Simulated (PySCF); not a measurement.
# Beryllium: a sound run and one with changed settings

Sound run: Be [He] 2s2, Be+ [He] 2s1. Computed with PySCF 2.14 in def2-SVP (3s2p, 9 functions), with the non-relativistic Hamiltonian (point nucleus). The sound run starts from symmetry-adapted Hartree-Fock orbitals and uses a fine grid where one is needed.

Changed run: initial guess minao, at most 50 SCF cycles, level shift 10.0 hartree.

```
species  method  sound run (hartree)  changed run (hartree)  converged
     Be     UHF            -14.55373              -14.55370         no
     Be  M06-2X            -14.64598              -14.64596         no
     Be    BP86            -14.64148              -14.64141         no
    Be+     UHF            -14.26091              -14.26089         no
    Be+  M06-2X            -14.31354              -14.31348         no
    Be+    BP86            -14.30809              -14.30796         no
```

A level shift slows the SCF but leaves a converged energy unchanged.
